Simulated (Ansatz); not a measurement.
Chalcopyrite CdGeAs2, treated with PBEsol-D3(BJ) (Ansatz, an electronic-structure program, plane waves, PAW).

From the output:

```
Crystal: 8 atoms, lattice volume = 193.423 Å³
Basis set: ecut = 520 eV, 5173 PW (Γ), exchange–correlation on 108×108×108 points (8 copies of the dense FFT grid, shifted against one another)
Bands: 77, of which v1, the nominal top of the filled ones, is band 64 counted from 1 (63 counted from 0)
Symmetry: 8 space group operations
Space group: I-42d (ITA 122), of the structure as read, at distance tolerance 5.8e-5 Å
k-points: 59 of 512 (time reversal used)
Functional: x = pbesol(κ = 0.804, μ = 0.12345679012345678), c = pbesol(β = 0.046)
SCF iter   1: F=—  HF=-44130.204809 eV  |F-HF|=—  |Δ(HF+E_count)|=         —  Δρ=3.74e-3  dr2=3.05e-2
SCF iter   2: F=—  HF=-44130.197071 eV  |F-HF|=—  |Δ(HF+E_count)|=   7.74e-3  Δρ=1.45e-3  dr2=6.03e-3
  ...
SCF iter   8: F=—  HF=-44130.196104 eV  |F-HF|=—  |Δ(HF+E_count)|=   4.37e-8  Δρ=6.69e-7  dr2=8.14e-10
SCF iter   9: F=-44130.196104 eV  HF=-44130.196104 eV  |F-HF|=7.28e-12  |Δ(HF+E_count)|=   1.60e-9  Δρ=1.30e-7  dr2=4.59e-11
SCF 1 converged in 9 iterations: F = -44130.196104 eV  dr2 = 4.59e-11
SCF converged after 9 iterations
Free energy (F): -44130.196104 eV
Internal energy: -44130.196103 eV  (E = F + TS)
E sigma→0 (E₀):  -44130.196103 eV
Fermi energy:    9.064595 eV
--- Forces (eV/Å), atoms counted from 1 ---
  atom   1  Cd     0.00000000     0.00000000    -0.00000000
  atom   2  Cd     0.00000000    -0.00000000    -0.00000000
  atom   3  Ge    -0.00000000     0.00000000     0.00000000
  atom   4  Ge     0.00000000    -0.00000000     0.00000000
  atom   5  As     0.00110214    -0.00000000    -0.00000000
  atom   6  As    -0.00000000    -0.00110214     0.00000000
  atom   7  As    -0.00110214     0.00000000     0.00000000
  atom   8  As    -0.00000000     0.00110214     0.00000000
--- Stress (GPa, compression-positive) ---
       -0.005544      -0.000000      -0.000000
       -0.000000      -0.005544      -0.000000
        0.000000      -0.000000       0.008560
  P = ⅓ Tr σ = -0.0008 GPa (-0.008 kbar)
```

Question: Write an input file that could have produced this run (the log leaves some choices open).

Answer: Several could match; the one computed here: 
Ansatz 0.2 input:
```yaml
crystal:
  lattice:
    - [-2.9423217198, 2.9423217198, 5.5855635827]
    - [2.9423217198, -2.9423217198, 5.5855635827]
    - [2.9423217198, 2.9423217198, -5.5855635827]
  atoms:
    - { symbol: Cd, position: [0.0, 0.0, 0.0] }
    - { symbol: Cd, position: [0.75, 0.25, 0.5] }
    - { symbol: Ge, position: [0.5, 0.5, 0.0] }
    - { symbol: Ge, position: [0.25, 0.75, 0.5] }
    - { symbol: As, position: [0.875, 0.8500673165, 0.4750673165] }
    - { symbol: As, position: [0.1499326835, 0.625, 0.0249326835] }
    - { symbol: As, position: [0.375, 0.3999326835, 0.5249326835] }
    - { symbol: As, position: [0.6000673165, 0.125, 0.9750673165] }
basis:
  ecutwfc: 520
  ecutrho_ratio: 4
  xc_grid: 2
kpoints:
  mp_grid: { grid: [8, 8, 8] }
  band_path:
    path:
      - [0.0, 0.0, 0.0]
      - [0.0, 0.0, 0.071429]
      - [0.0, 0.0, 0.142857]
      - [0.0, 0.0, 0.214286]
      - [0.0, 0.0, 0.285714]
      - [0.0, 0.0, 0.357143]
      - [0.0, 0.0, 0.428571]
      - [0.0, 0.0, 0.5]
      - [0.125, 0.125, 0.375]
      - [0.25, 0.25, 0.25]
      - [0.1875, 0.3125, 0.1875]
      - [0.125, 0.375, 0.125]
      - [0.0625, 0.4375, 0.0625]
      - [0.0, 0.5, 0.0]
      - [0.0, 0.4, 0.0]
      - [0.0, 0.3, 0.0]
      - [0.0, 0.2, 0.0]
      - [0.0, 0.1, 0.0]
      - [0.1, 0.1, -0.1]
      - [0.2, 0.2, -0.2]
      - [0.3, 0.3, -0.3]
      - [0.4, 0.4, -0.4]
      - [0.5, 0.5, -0.5]
      - [0.439791, 0.560209, -0.439791]
      - [0.379582, 0.620418, -0.379582]
      - [0.319372, 0.680628, -0.319372]
      - [-0.319372, 0.319372, 0.319372]
      - [-0.266144, 0.266144, 0.266144]
      - [-0.212915, 0.212915, 0.212915]
      - [-0.159686, 0.159686, 0.159686]
      - [-0.106457, 0.106457, 0.106457]
      - [-0.053229, 0.053229, 0.053229]
      - [-0.138745, 0.138745, 0.5]
      - [0.5, 0.5, -0.138745]
      - [0.5, 0.5, -0.210996]
      - [0.5, 0.5, -0.283247]
      - [0.5, 0.5, -0.355498]
      - [0.5, 0.5, -0.427749]
    npoints: 1
hamiltonian:
  xc: pbesol
  dispersion: d3bj
  pseudopotentials: { kind: paw }
scf:
  occupations: { method: fermi_dirac, width: 0.01 }
  convergence: { dr2_threshold: 0.0000000008 }
output:
  forces: true
  stress: true
  eigenvalues: true
  write_bands: true
```

The PAW data were made under PBE.
